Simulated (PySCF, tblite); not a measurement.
# PN: protonation, part 2 of 3

tblite 0.8.0 and PySCF 2.14.0. Atoms count from 0.

## 20. Protonation: wB97X-D3(BJ)/def2-TZVP

This step combines the energies above: geometries from PBE0-D3(BJ)/def2-SVP, zero-point and thermal terms from PBE0-D3(BJ)/def2-SVP.

What the job is given:

```
{"job": {"kind": "pa", "geom": {"xc": "PBE0", "basis": "def2-SVP", "d3": "d3bj", "grid": 1}, "hess": 1, "level": {"xc": "wB97X", "basis": "def2-TZVP", "d3": "d3bj", "solvents": ["N,N-dimethylformamide"]}}, "charge": 0, "multiplicity": 1}
N      0.746975    -0.006133    -0.005339
P     -0.741470     0.008552    -0.022955
```

Output (the driver's rows laid out field by field):

```text
protonation site by site, wB97X-D3(BJ)/def2-TZVP // PBE0-D3(BJ)/def2-SVP

row 1
  formula                 HNP
  charge                  1
  multiplicity            1
  smiles                  [NH+]#P
  kept                    yes
  pieces                  1
  point_group             Cinfv
  atom                    0
  element                 N
  electronic              838.09
  enthalpy                813.23
  free_energy             781.87
  solution                N,N-dimethylformamide 1049.23
  share_gas               1.0
  share_solution          N,N-dimethylformamide 1.0

row 2
  formula                 HNP
  charge                  1
  multiplicity            1
  smiles                  N#[PH+]
  kept                    yes
  pieces                  1
  point_group             Cinfv
  atom                    1
  element                 P
  electronic              433.08
  enthalpy                420.41
  free_energy             394.91
  solution                N,N-dimethylformamide 714.44
  share_gas               1.613e-68
  share_solution          N,N-dimethylformamide 2.225e-59
```

Wall time 7.9 s (1 thread of AMD EPYC 9R45, shared host).

Energy given off on adding a proton (kJ/mol, gas phase, 298 K for the thermal columns):

```tsv
site	product	electronic	enthalpy	free energy
N0	[NH+]#P	838.1	813.2	781.9
P1	N#[PH+]	433.1	420.4	394.9
```

Free energies in a continuum (kJ/mol, same sign; the bare proton is left unsolvated, so these are no solution acidities or basicities): N,N-dimethylformamide: N0 1049.2, P1 714.4.

## 21. Single point (PN): B97-2/def2-TZVP

Geometry: PBE0-D3(BJ)/def2-SVP.

What the job is given:

```
{"job": {"kind": "sp", "xc": "B97-2", "basis": "def2-TZVP", "grid": 1}, "charge": 0, "multiplicity": 1}
N      0.746975    -0.006133    -0.005339
P     -0.741470     0.008552    -0.022955
```

What it wrote:

```text
final grid: 11536 points
cycle   1  E = -395.9995468712  dE =  1.321e-01  |g| = 5.737e-01  |ddm| = 1.465e+00
cycle   2  E = -395.1024877078  dE =  8.971e-01  |g| = 1.777e+00  |ddm| = 1.482e+00
cycle   3  E = -396.0909334292  dE = -9.884e-01  |g| = 3.252e-02  |ddm| = 1.181e+00
cycle   4  E = -396.0912847257  dE = -3.513e-04  |g| = 1.229e-02  |ddm| = 5.100e-02
cycle   5  E = -396.0913228026  dE = -3.808e-05  |g| = 3.984e-03  |ddm| = 1.016e-02
cycle   6  E = -396.0913266926  dE = -3.890e-06  |g| = 1.022e-03  |ddm| = 2.625e-03
cycle   7  E = -396.0913269016  dE = -2.090e-07  |g| = 4.013e-04  |ddm| = 4.633e-04
cycle   8  E = -396.0913269389  dE = -3.731e-08  |g| = 9.182e-05  |ddm| = 1.877e-04
cycle   9  E = -396.0913269411  dE = -2.166e-09  |g| = 3.202e-06  |ddm| = 5.302e-05
converged SCF energy = -396.0913269411
```

Wall time 0.15 s (1 thread of AMD EPYC 9R45, shared host).

## 22. Single point (PNH+, [NH+]#P): B97-2/def2-TZVP

Geometry: PBE0-D3(BJ)/def2-SVP.

What the job is given:

```
{"job": {"kind": "sp", "xc": "B97-2", "basis": "def2-TZVP", "grid": 1}, "charge": 1, "multiplicity": 1}
N      0.750434     0.034777    -0.009437
P     -0.713034    -0.000502    -0.044598
H      1.772923     0.059268     0.014971
```

What it wrote:

```text
final grid: 14008 points
cycle   1  E = -396.3734909550  dE =  4.818e-01  |g| = 3.757e-01  |ddm| = 1.484e+00
cycle   2  E = -396.1524068354  dE =  2.211e-01  |g| = 1.010e+00  |ddm| = 9.342e-01
cycle   3  E = -396.4077341807  dE = -2.553e-01  |g| = 1.049e-01  |ddm| = 5.577e-01
cycle   4  E = -396.4101313039  dE = -2.397e-03  |g| = 9.885e-03  |ddm| = 6.169e-02
cycle   5  E = -396.4101412013  dE = -9.897e-06  |g| = 2.914e-03  |ddm| = 1.166e-02
cycle   6  E = -396.4101434517  dE = -2.250e-06  |g| = 5.266e-04  |ddm| = 1.978e-03
cycle   7  E = -396.4101435139  dE = -6.213e-08  |g| = 4.571e-05  |ddm| = 4.491e-04
cycle   8  E = -396.4101435144  dE = -4.839e-10  |g| = 7.341e-06  |ddm| = 6.853e-05
converged SCF energy = -396.4101435144
```

Wall time 0.18 s (1 thread of AMD EPYC 9R45, shared host).

## 23. Single point (PN): B97-2/def2-TZVP in N,N-dimethylformamide

Geometry: PBE0-D3(BJ)/def2-SVP.

What the job is given:

```
{"job": {"kind": "sp", "xc": "B97-2", "basis": "def2-TZVP", "grid": 1, "solvent": "N,N-dimethylformamide"}, "charge": 0, "multiplicity": 1}
N      0.746975    -0.006133    -0.005339
P     -0.741470     0.008552    -0.022955
```

What it wrote:

```text
final grid: 11536 points
cycle   1  E = -396.0941481034  dE =  3.221e-03  |g| = 1.488e-01  |ddm| = 1.653e-01
cycle   2  E = -396.0553870087  dE =  3.876e-02  |g| = 4.197e-01  |ddm| = 3.209e-01
cycle   3  E = -396.0995960711  dE = -4.421e-02  |g| = 5.008e-03  |ddm| = 2.314e-01
cycle   4  E = -396.0996019927  dE = -5.922e-06  |g| = 1.477e-03  |ddm| = 5.966e-03
cycle   5  E = -396.0996024842  dE = -4.914e-07  |g| = 2.620e-04  |ddm| = 1.705e-03
cycle   6  E = -396.0996025009  dE = -1.673e-08  |g| = 2.972e-05  |ddm| = 3.826e-04
cycle   7  E = -396.0996025010  dE = -1.108e-10  |g| = 5.915e-06  |ddm| = 4.191e-05
converged SCF energy = -396.0996025010
```

Wall time 0.13 s (1 thread of AMD EPYC 9R45, shared host).

## 24. Single point (PNH+, [NH+]#P): B97-2/def2-TZVP in N,N-dimethylformamide

Geometry: PBE0-D3(BJ)/def2-SVP.

What the job is given:

```
{"job": {"kind": "sp", "xc": "B97-2", "basis": "def2-TZVP", "grid": 1, "solvent": "N,N-dimethylformamide"}, "charge": 1, "multiplicity": 1}
N      0.750434     0.034777    -0.009437
P     -0.713034    -0.000502    -0.044598
H      1.772923     0.059268     0.014971
```

What it wrote:

```text
final grid: 14008 points
cycle   1  E = -396.5207280916  dE = -1.800e-05  |g| = 1.805e-02  |ddm| = 5.469e-02
cycle   2  E = -396.5203239783  dE =  4.041e-04  |g| = 4.554e-02  |ddm| = 3.467e-02
cycle   3  E = -396.5208061066  dE = -4.821e-04  |g| = 6.729e-04  |ddm| = 2.285e-02
cycle   4  E = -396.5208062026  dE = -9.599e-08  |g| = 1.958e-04  |ddm| = 8.020e-04
cycle   5  E = -396.5208062084  dE = -5.743e-09  |g| = 5.691e-05  |ddm| = 2.058e-04
converged SCF energy = -396.5208062084
```

It took 0.14 s on 1 thread of AMD EPYC 9R45, shared host.

## 25. Single point (PNH+, N#[PH+]): B97-2/def2-TZVP

Geometry: PBE0-D3(BJ)/def2-SVP.

What the job is given:

```
{"job": {"kind": "sp", "xc": "B97-2", "basis": "def2-TZVP", "grid": 1}, "charge": 1, "multiplicity": 1}
N      0.767079    -0.025769    -0.011468
P     -0.717879     0.037967    -0.040085
H     -2.157763     0.100648    -0.068474
```

What it wrote:

```text
final grid: 14008 points
cycle   1  E = -396.1447235789  dE =  5.953e-01  |g| = 5.957e-01  |ddm| = 1.713e+00
cycle   2  E = -394.3858791753  dE =  1.759e+00  |g| = 2.387e+00  |ddm| = 2.087e+00
cycle   3  E = -396.2615157242  dE = -1.876e+00  |g| = 9.657e-02  |ddm| = 1.713e+00
cycle   4  E = -396.2624483369  dE = -9.326e-04  |g| = 6.206e-02  |ddm| = 1.235e-01
cycle   5  E = -396.2633499751  dE = -9.016e-04  |g| = 1.399e-02  |ddm| = 3.471e-02
cycle   6  E = -396.2633999962  dE = -5.002e-05  |g| = 2.830e-03  |ddm| = 7.689e-03
cycle   7  E = -396.2634024026  dE = -2.406e-06  |g| = 6.711e-04  |ddm| = 1.844e-03
cycle   8  E = -396.2634025101  dE = -1.075e-07  |g| = 5.170e-05  |ddm| = 4.622e-04
cycle   9  E = -396.2634025108  dE = -7.025e-10  |g| = 3.271e-06  |ddm| = 4.160e-05
converged SCF energy = -396.2634025108
```

Wall time 0.19 s (1 thread of AMD EPYC 9R45, shared host).

## 26. Single point (PNH+, N#[PH+]): B97-2/def2-TZVP in N,N-dimethylformamide

Geometry: PBE0-D3(BJ)/def2-SVP.

What the job is given:

```
{"job": {"kind": "sp", "xc": "B97-2", "basis": "def2-TZVP", "grid": 1, "solvent": "N,N-dimethylformamide"}, "charge": 1, "multiplicity": 1}
N      0.767079    -0.025769    -0.011468
P     -0.717879     0.037967    -0.040085
H     -2.157763     0.100648    -0.068474
```

What it wrote:

```text
final grid: 14008 points
cycle   1  E = -396.3737997719  dE =  1.306e-02  |g| = 2.709e-01  |ddm| = 2.774e-01
cycle   2  E = -396.1915727684  dE =  1.822e-01  |g| = 8.670e-01  |ddm| = 6.567e-01
cycle   3  E = -396.3918673911  dE = -2.003e-01  |g| = 2.213e-02  |ddm| = 5.222e-01
cycle   4  E = -396.3919980704  dE = -1.307e-04  |g| = 2.302e-03  |ddm| = 1.539e-02
cycle   5  E = -396.3919987173  dE = -6.470e-07  |g| = 6.470e-04  |ddm| = 1.599e-03
cycle   6  E = -396.3919988276  dE = -1.102e-07  |g| = 5.029e-05  |ddm| = 5.593e-04
cycle   7  E = -396.3919988286  dE = -9.929e-10  |g| = 2.555e-05  |ddm| = 8.172e-05
converged SCF energy = -396.3919988286
```

Wall time 0.17 s (1 thread of AMD EPYC 9R45, shared host).

## 27. Protonation: B97-2/def2-TZVP

This step combines the energies above: geometries from PBE0-D3(BJ)/def2-SVP, zero-point and thermal terms from PBE0-D3(BJ)/def2-SVP.

What the job is given:

```
{"job": {"kind": "pa", "geom": {"xc": "PBE0", "basis": "def2-SVP", "d3": "d3bj", "grid": 1}, "hess": 1, "level": {"xc": "B97-2", "basis": "def2-TZVP", "grid": 1, "solvents": ["N,N-dimethylformamide"]}}, "charge": 0, "multiplicity": 1}
N      0.746975    -0.006133    -0.005339
P     -0.741470     0.008552    -0.022955
```

Output (the driver's rows laid out field by field):

```text
protonation site by site, B97-2/def2-TZVP // PBE0-D3(BJ)/def2-SVP

row 1
  formula                 HNP
  charge                  1
  multiplicity            1
  smiles                  [NH+]#P
  kept                    yes
  pieces                  1
  point_group             Cinfv
  atom                    0
  element                 N
  electronic              837.05
  enthalpy                812.19
  free_energy             780.83
  solution                N,N-dimethylformamide 1049.65
  share_gas               1.0
  share_solution          N,N-dimethylformamide 1.0

row 2
  formula                 HNP
  charge                  1
  multiplicity            1
  smiles                  N#[PH+]
  kept                    yes
  pieces                  1
  point_group             Cinfv
  atom                    1
  element                 P
  electronic              451.78
  enthalpy                439.11
  free_energy             413.61
  solution                N,N-dimethylformamide 729.51
  share_gas               4.633e-65
  share_solution          N,N-dimethylformamide 8.202e-57
```

Run time: 1.1 s. Hardware: 1 thread of AMD EPYC 9R45, shared host.

Energy given off on adding a proton (kJ/mol, gas phase, 298 K for the thermal columns):

```tsv
site	product	electronic	enthalpy	free energy
N0	[NH+]#P	837.0	812.2	780.8
P1	N#[PH+]	451.8	439.1	413.6
```

Free energies in a continuum (kJ/mol, same sign; the bare proton is left unsolvated, so these are no solution acidities or basicities): N,N-dimethylformamide: N0 1049.7, P1 729.5.

## 28. Single point (PN): CAM-B3LYP-D3(BJ)/6-311++G(2d,2p)

Geometry: PBE0-D3(BJ)/def2-SVP.

What the job is given:

```
{"job": {"kind": "sp", "xc": "CAM-B3LYP", "basis": "6-311++G(2d,2p)", "d3": "d3bj", "grid": 2}, "charge": 0, "multiplicity": 1}
N      0.746975    -0.006133    -0.005339
P     -0.741470     0.008552    -0.022955
```

What it wrote:

```text
coarse grid: 2688 points
cycle   1  E = -396.0090927330  dE =  2.573e-02  |g| = 5.164e-01  |ddm| = 1.432e+00
cycle   2  E = -395.7218097610  dE =  2.873e-01  |g| = 1.185e+00  |ddm| = 1.132e+00
cycle   3  E = -396.0763811679  dE = -3.546e-01  |g| = 3.069e-02  |ddm| = 7.883e-01
cycle   4  E = -396.0765618131  dE = -1.806e-04  |g| = 1.437e-02  |ddm| = 4.392e-02
cycle   5  E = -396.0766034089  dE = -4.160e-05  |g| = 2.513e-03  |ddm| = 1.086e-02
cycle   6  E = -396.0766050634  dE = -1.655e-06  |g| = 1.003e-03  |ddm| = 3.189e-03
final grid: 22920 points
cycle   7  E = -396.0754092603  dE = -1.149e-06  |g| = 9.537e-04  |ddm| = 4.342e-03
cycle   8  E = -396.0754084051  dE =  8.552e-07  |g| = 2.172e-03  |ddm| = 1.762e-03
cycle   9  E = -396.0754094889  dE = -1.084e-06  |g| = 7.100e-05  |ddm| = 1.210e-03
cycle  10  E = -396.0754094904  dE = -1.488e-09  |g| = 1.186e-05  |ddm| = 1.149e-04
converged SCF energy = -396.0754094904
```

It took 0.22 s on 1 thread of AMD EPYC 9R45, shared host.

## 29. Single point (PNH+, [NH+]#P): CAM-B3LYP-D3(BJ)/6-311++G(2d,2p)

Geometry: PBE0-D3(BJ)/def2-SVP.

What the job is given:

```
{"job": {"kind": "sp", "xc": "CAM-B3LYP", "basis": "6-311++G(2d,2p)", "d3": "d3bj", "grid": 2}, "charge": 1, "multiplicity": 1}
N      0.750434     0.034777    -0.009437
P     -0.713034    -0.000502    -0.044598
H      1.772923     0.059268     0.014971
```

What it wrote:

```text
coarse grid: 3312 points
cycle   1  E = -396.3615713468  dE =  4.273e-01  |g| = 3.470e-01  |ddm| = 1.504e+00
cycle   2  E = -396.3457864823  dE =  1.578e-02  |g| = 4.658e-01  |ddm| = 6.751e-01
cycle   3  E = -396.3870994037  dE = -4.131e-02  |g| = 1.384e-01  |ddm| = 3.074e-01
cycle   4  E = -396.3909955625  dE = -3.896e-03  |g| = 1.120e-02  |ddm| = 7.652e-02
cycle   5  E = -396.3910143689  dE = -1.881e-05  |g| = 1.208e-03  |ddm| = 1.515e-02
cycle   6  E = -396.3910149185  dE = -5.496e-07  |g| = 2.901e-04  |ddm| = 3.149e-03
final grid: 28296 points
cycle   7  E = -396.3887844857  dE = -4.557e-06  |g| = 1.441e-03  |ddm| = 4.823e-03
cycle   8  E = -396.3887837842  dE =  7.015e-07  |g| = 2.263e-03  |ddm| = 1.522e-03
cycle   9  E = -396.3887848142  dE = -1.030e-06  |g| = 2.974e-04  |ddm| = 1.240e-03
cycle  10  E = -396.3887848364  dE = -2.220e-08  |g| = 5.354e-05  |ddm| = 2.191e-04
cycle  11  E = -396.3887848370  dE = -5.791e-10  |g| = 1.321e-05  |ddm| = 4.235e-05
converged SCF energy = -396.3887848370
```

Run time: 0.31 s. Hardware: 1 thread of AMD EPYC 9R45, shared host.

## 30. Single point (PN): CAM-B3LYP-D3(BJ)/6-311++G(2d,2p) in cyclohexane

Geometry: PBE0-D3(BJ)/def2-SVP.

What the job is given:

```
{"job": {"kind": "sp", "xc": "CAM-B3LYP", "basis": "6-311++G(2d,2p)", "d3": "d3bj", "grid": 2, "solvent": "cyclohexane"}, "charge": 0, "multiplicity": 1}
N      0.746975    -0.006133    -0.005339
P     -0.741470     0.008552    -0.022955
```

What it wrote:

```text
final grid: 22920 points
cycle   1  E = -396.0783563009  dE =  2.024e-04  |g| = 5.274e-02  |ddm| = 7.672e-02
cycle   2  E = -396.0760481249  dE =  2.308e-03  |g| = 1.144e-01  |ddm| = 9.366e-02
cycle   3  E = -396.0789938950  dE = -2.946e-03  |g| = 8.990e-04  |ddm| = 6.319e-02
cycle   4  E = -396.0789943033  dE = -4.083e-07  |g| = 5.003e-04  |ddm| = 2.170e-03
cycle   5  E = -396.0789943648  dE = -6.155e-08  |g| = 1.606e-04  |ddm| = 6.688e-04
cycle   6  E = -396.0789943716  dE = -6.764e-09  |g| = 8.008e-06  |ddm| = 2.096e-04
converged SCF energy = -396.0789943716
```

Wall time 0.21 s (1 thread of AMD EPYC 9R45, shared host).

## 31. Single point (PNH+, [NH+]#P): CAM-B3LYP-D3(BJ)/6-311++G(2d,2p) in cyclohexane

Geometry: PBE0-D3(BJ)/def2-SVP.

What the job is given:

```
{"job": {"kind": "sp", "xc": "CAM-B3LYP", "basis": "6-311++G(2d,2p)", "d3": "d3bj", "grid": 2, "solvent": "cyclohexane"}, "charge": 1, "multiplicity": 1}
N      0.750434     0.034777    -0.009437
P     -0.713034    -0.000502    -0.044598
H      1.772923     0.059268     0.014971
```

What it wrote:

```text
final grid: 28296 points
cycle   1  E = -396.4461749706  dE = -2.691e-05  |g| = 6.153e-03  |ddm| = 2.845e-02
cycle   2  E = -396.4461561436  dE =  1.883e-05  |g| = 1.143e-02  |ddm| = 1.204e-02
cycle   3  E = -396.4461838202  dE = -2.768e-05  |g| = 2.953e-04  |ddm| = 5.685e-03
cycle   4  E = -396.4461838479  dE = -2.768e-08  |g| = 1.301e-04  |ddm| = 5.128e-04
cycle   5  E = -396.4461838507  dE = -2.871e-09  |g| = 3.254e-05  |ddm| = 2.042e-04
converged SCF energy = -396.4461838507
```

It took 0.26 s on 1 thread of AMD EPYC 9R45, shared host.

## 32. Single point (PNH+, N#[PH+]): CAM-B3LYP-D3(BJ)/6-311++G(2d,2p)

Geometry: PBE0-D3(BJ)/def2-SVP.

What the job is given:

```
{"job": {"kind": "sp", "xc": "CAM-B3LYP", "basis": "6-311++G(2d,2p)", "d3": "d3bj", "grid": 2}, "charge": 1, "multiplicity": 1}
N      0.767079    -0.025769    -0.011468
P     -0.717879     0.037967    -0.040085
H     -2.157763     0.100648    -0.068474
```

What it wrote:

```text
coarse grid: 3312 points
cycle   1  E = -396.1279065936  dE =  5.248e-01  |g| = 5.772e-01  |ddm| = 1.514e+00
cycle   2  E = -395.6434731430  dE =  4.844e-01  |g| = 1.515e+00  |ddm| = 1.321e+00
cycle   3  E = -396.2302198797  dE = -5.867e-01  |g| = 1.281e-01  |ddm| = 9.760e-01
cycle   4  E = -396.2332395762  dE = -3.020e-03  |g| = 3.228e-02  |ddm| = 1.069e-01
cycle   5  E = -396.2334907649  dE = -2.512e-04  |g| = 3.220e-03  |ddm| = 2.754e-02
cycle   6  E = -396.2334967535  dE = -5.989e-06  |g| = 1.733e-03  |ddm| = 5.734e-03
final grid: 28296 points
cycle   7  E = -396.2323405743  dE = -1.401e-06  |g| = 2.569e-03  |ddm| = 7.949e-03
cycle   8  E = -396.2323304349  dE =  1.014e-05  |g| = 7.225e-03  |ddm| = 4.986e-03
cycle   9  E = -396.2323423752  dE = -1.194e-05  |g| = 2.721e-04  |ddm| = 3.766e-03
cycle  10  E = -396.2323424120  dE = -3.682e-08  |g| = 6.219e-05  |ddm| = 4.000e-04
cycle  11  E = -396.2323424184  dE = -6.320e-09  |g| = 1.237e-05  |ddm| = 2.503e-04
converged SCF energy = -396.2323424184
```

Run time: 0.31 s. Hardware: 1 thread of AMD EPYC 9R45, shared host.

## 33. Single point (PNH+, N#[PH+]): CAM-B3LYP-D3(BJ)/6-311++G(2d,2p) in cyclohexane

Geometry: PBE0-D3(BJ)/def2-SVP.

What the job is given:

```
{"job": {"kind": "sp", "xc": "CAM-B3LYP", "basis": "6-311++G(2d,2p)", "d3": "d3bj", "grid": 2, "solvent": "cyclohexane"}, "charge": 1, "multiplicity": 1}
N      0.767079    -0.025769    -0.011468
P     -0.717879     0.037967    -0.040085
H     -2.157763     0.100648    -0.068474
```

What it wrote:

```text
final grid: 28296 points
cycle   1  E = -396.2952111730  dE =  1.138e-03  |g| = 9.594e-02  |ddm| = 1.053e-01
cycle   2  E = -396.2840800614  dE =  1.113e-02  |g| = 2.396e-01  |ddm| = 1.797e-01
cycle   3  E = -396.2973514879  dE = -1.327e-02  |g| = 1.168e-03  |ddm| = 1.303e-01
cycle   4  E = -396.2973519609  dE = -4.729e-07  |g| = 5.357e-04  |ddm| = 2.624e-03
cycle   5  E = -396.2973520531  dE = -9.218e-08  |g| = 8.149e-05  |ddm| = 6.560e-04
cycle   6  E = -396.2973520605  dE = -7.464e-09  |g| = 3.418e-05  |ddm| = 2.196e-04
converged SCF energy = -396.2973520605
```

Run time: 0.28 s. Hardware: 1 thread of AMD EPYC 9R45, shared host.

## 34. Protonation: CAM-B3LYP-D3(BJ)/6-311++G(2d,2p)

This step combines the energies above: geometries from PBE0-D3(BJ)/def2-SVP, zero-point and thermal terms from PBE0-D3(BJ)/def2-SVP.

What the job is given:

```
{"job": {"kind": "pa", "geom": {"xc": "PBE0", "basis": "def2-SVP", "d3": "d3bj", "grid": 1}, "hess": 1, "level": {"xc": "CAM-B3LYP", "basis": "6-311++G(2d,2p)", "d3": "d3bj", "solvents": ["cyclohexane"]}}, "charge": 0, "multiplicity": 1}
N      0.746975    -0.006133    -0.005339
P     -0.741470     0.008552    -0.022955
```

Output (the driver's rows laid out field by field):

```text
protonation site by site, CAM-B3LYP-D3(BJ)/6-311++G(2d,2p) // PBE0-D3(BJ)/def2-SVP

row 1
  formula                 HNP
  charge                  1
  multiplicity            1
  smiles                  [NH+]#P
  kept                    yes
  pieces                  1
  point_group             Cinfv
  atom                    0
  element                 N
  electronic              822.77
  enthalpy                797.9
  free_energy             766.55
  solution                cyclohexane 907.84
  share_gas               1.0
  share_solution          cyclohexane 1.0

row 2
  formula                 HNP
  charge                  1
  multiplicity            1
  smiles                  N#[PH+]
  kept                    yes
  pieces                  1
  point_group             Cinfv
  atom                    1
  element                 P
  electronic              412.03
  enthalpy                399.35
  free_energy             373.86
  solution                cyclohexane 535.13
  share_gas               1.598e-69
  share_solution          cyclohexane 5.059e-66
```

Wall time 1.8 s (1 thread of AMD EPYC 9R45, shared host).

Energy given off on adding a proton (kJ/mol, gas phase, 298 K for the thermal columns):

```tsv
site	product	electronic	enthalpy	free energy
N0	[NH+]#P	822.8	797.9	766.5
P1	N#[PH+]	412.0	399.4	373.9
```

Free energies in a continuum (kJ/mol, same sign; the bare proton is left unsolvated, so these are no solution acidities or basicities): cyclohexane: N0 907.8, P1 535.1.

## 35. Single point (PN): M06-L/6-31G*

Geometry: PBE0-D3(BJ)/def2-SVP.

What the job is given:

```
{"job": {"kind": "sp", "xc": "M06-L", "basis": "6-31G*", "grid": 2, "scf": {"diis_space": 4}}, "charge": 0, "multiplicity": 1}
N      0.746975    -0.006133    -0.005339
P     -0.741470     0.008552    -0.022955
```

What it wrote:

```text
final grid: 22920 points
cycle   1  E = -395.9363679148  dE =  1.734e-01  |g| = 5.827e-01  |ddm| = 1.873e+00
cycle   2  E = -394.6905534227  dE =  1.246e+00  |g| = 1.908e+00  |ddm| = 2.214e+00
cycle   3  E = -396.0288046771  dE = -1.338e+00  |g| = 1.168e-01  |ddm| = 1.928e+00
cycle   4  E = -396.0330342572  dE = -4.230e-03  |g| = 1.816e-02  |ddm| = 1.091e-01
cycle   5  E = -396.0330821793  dE = -4.792e-05  |g| = 9.577e-03  |ddm| = 1.680e-02
cycle   6  E = -396.0331084696  dE = -2.629e-05  |g| = 7.922e-04  |ddm| = 8.261e-03
cycle   7  E = -396.0331086357  dE = -1.661e-07  |g| = 1.357e-04  |ddm| = 1.038e-03
cycle   8  E = -396.0331086411  dE = -5.369e-09  |g| = 1.643e-05  |ddm| = 1.882e-04
converged SCF energy = -396.0331086411
```

Wall time 0.27 s (1 thread of AMD EPYC 9R45, shared host).

## 36. Single point (PNH+, [NH+]#P): M06-L/6-31G*

Geometry: PBE0-D3(BJ)/def2-SVP.

What the job is given:

```
{"job": {"kind": "sp", "xc": "M06-L", "basis": "6-31G*", "grid": 2, "scf": {"diis_space": 4}}, "charge": 1, "multiplicity": 1}
N      0.750434     0.034777    -0.009437
P     -0.713034    -0.000502    -0.044598
H      1.772923     0.059268     0.014971
```

What it wrote:

```text
final grid: 28296 points
cycle   1  E = -396.3047096035  dE =  5.051e-01  |g| = 3.724e-01  |ddm| = 1.930e+00
cycle   2  E = -395.8176335627  dE =  4.871e-01  |g| = 1.353e+00  |ddm| = 1.427e+00
cycle   3  E = -396.3425594921  dE = -5.249e-01  |g| = 1.087e-01  |ddm| = 1.121e+00
cycle   4  E = -396.3453926025  dE = -2.833e-03  |g| = 1.557e-02  |ddm| = 6.146e-02
cycle   5  E = -396.3454750023  dE = -8.240e-05  |g| = 2.918e-03  |ddm| = 2.459e-02
cycle   6  E = -396.3454782536  dE = -3.251e-06  |g| = 5.343e-04  |ddm| = 4.483e-03
cycle   7  E = -396.3454783502  dE = -9.663e-08  |g| = 9.581e-05  |ddm| = 6.799e-04
cycle   8  E = -396.3454783530  dE = -2.733e-09  |g| = 1.400e-05  |ddm| = 1.204e-04
converged SCF energy = -396.3454783530
```

Run time: 0.33 s. Hardware: 1 thread of AMD EPYC 9R45, shared host.

(Continued in part 3 of 3.)
